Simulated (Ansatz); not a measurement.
**H₂O (triplet): the correlation ladder at distance H1–H2 along a hydrogen transfer = 0.778 Å, cc-pVTZ**

Aim: climb from Hartree-Fock through coupled cluster and multireference methods for H₂O (triplet) at one geometry and basis, and see what each rung misses.

The runs use Ansatz 0.2.0, Gaussian basis; cc-pVTZ, correlated electrons: outside noble gas.

The runs, in order: UHF; CCSD(T) on ROHF; CCSD(T) on UHF; BCCD(T) on ROHF; CISD; CCSDT(Q) on ROHF; CCSDT(Q) on UHF; CASSCF and NEVPT2, 4 electrons in 4 orbitals; CASSCF and MRCISD+Q, 8 electrons in 6 orbitals; CASSCF and NEVPT2, 8 electrons in 6 orbitals.

### Step 1. What is computed

The geometry derives from fragments relaxed apart (PBE0/def2-TZVP) and kept rigid, so it is no stationary point. A hydrogen atom is moved between rigid fragments.

3 atoms, charge 0, spin multiplicity 3.

Atoms are counted from 1 here; the program's logs count them from 0.

Bond lengths: H1–H2 0.778 Å, H2–O3 1.188 Å. Angles: H1–H2–O3 180.0°.

In the tables R marks a restricted open-shell determinant and U an unrestricted one; 'pair' is the active space of 4 electrons in 4 orbitals; 'valence' is the active space of 8 electrons in 6 orbitals; correlation energies count from the lowest restricted Hartree-Fock solution.

### Step 2. UHF

File in.yaml:

```yaml
crystal:
  periodic: [false, false, false]
  atoms:
    - {symbol: H, position_ang: [0.000000, 0.000000, -0.914667]}
    - {symbol: H, position_ang: [0.000000, 0.000000, -0.136667]}
    - {symbol: O, position_ang: [0.000000, 0.000000, 1.051333]}
basis:
  gaussian: {orbitals: cc-pVTZ}
magnetization: {spin_polarized: true, initial_magnetization: 2}
hamiltonian: {xc: hf}
output: {orbitals: {seedname: orbitals}}
```

Run with:

```console
> ansatz run in.yaml --threads 1 --pin off --events-out ev --progress --plain --max-ram 2393MiB
```

The runs that follow: CCSD(T) on ROHF; CCSD(T) on UHF; BCCD(T) on ROHF; CISD; CCSDT(Q) on ROHF; CCSDT(Q) on UHF; CASSCF and NEVPT2, 4 electrons in 4 orbitals; CASSCF and MRCISD+Q, 8 electrons in 6 orbitals; CASSCF and NEVPT2, 8 electrons in 6 orbitals.

**Question.** What will the summary of the whole plan be? Wanted: correlation energy, UCCSDT(Q); RMP2 from UCCSDT(Q); UMP2 from UCCSDT(Q); RCCSD from UCCSDT(Q); RCCSD(T) from UCCSDT(Q); UCCSD(T) from UCCSDT(Q); RCCSDT(Q) from UCCSDT(Q); NEVPT2 pair from UCCSDT(Q); NEVPT2 valence from UCCSDT(Q).

**Answer**, as computed:

| quantity | value |
| --- | --- |
| correlation energy, UCCSDT(Q) | -6.5990 eV |
| RMP2 from UCCSDT(Q) | +806.6 meV |
| UMP2 from UCCSDT(Q) | +805.9 meV |
| RCCSD from UCCSDT(Q) | +171.2 meV |
| RCCSD(T) from UCCSDT(Q) | +20.8 meV |
| UCCSD(T) from UCCSDT(Q) | +18.9 meV |
| RCCSDT(Q) from UCCSDT(Q) | +2.1 meV |
| NEVPT2 pair from UCCSDT(Q) | +667.7 meV |
| NEVPT2 valence from UCCSDT(Q) | +962.9 meV |
| MRCISD+Q valence from UCCSDT(Q) | +67.5 meV |
| levels of the table within 1 kcal/mol (43 meV) | RCCSD(T), UCCSD(T), BCCD(T), RCCSDT, UCCSDT, RCCSDT(Q) |
| T1 diagnostic | 0.039 |
| effectively unpaired electrons | 2.01 |

**Reading.** RCCSD(T) misses by +20.8 meV, 0.3 % of the correlation energy. One determinant dominates. Of the multireference levels listed MRCISD+Q valence comes nearest in total energy (+67.5 meV), which doesn't show that its space is the better one. These misses are within one basis, not against nature; the frozen cores of restricted and unrestricted runs differ, which can shift their rows.
